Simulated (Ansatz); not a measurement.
Input for Ansatz (a first-principles code): R-PBE/def2-TZVPP on sulfur dioxide (SMILES O=S=O), atoms moved off the minimum.

Ansatz 0.2 input:
```yaml
crystal:
  periodic: [false, false, false]
  atoms:
    - {symbol: O, position_ang: [-1.24211537, 0.49509369, 0.07857234]}
    - {symbol: S, position_ang: [-0.00453933, -0.35471768, -0.07409952]}
    - {symbol: O, position_ang: [1.22308340, 0.31595069, -0.00249271]}
basis:
  gaussian:
    orbitals: def2-TZVPP
hamiltonian:
  xc: {name: PBE}
scf: {lower_state_search: off}
output: {forces: true}
```

Task: Give the final energy of this run.

Result: -548.3953 hartree.
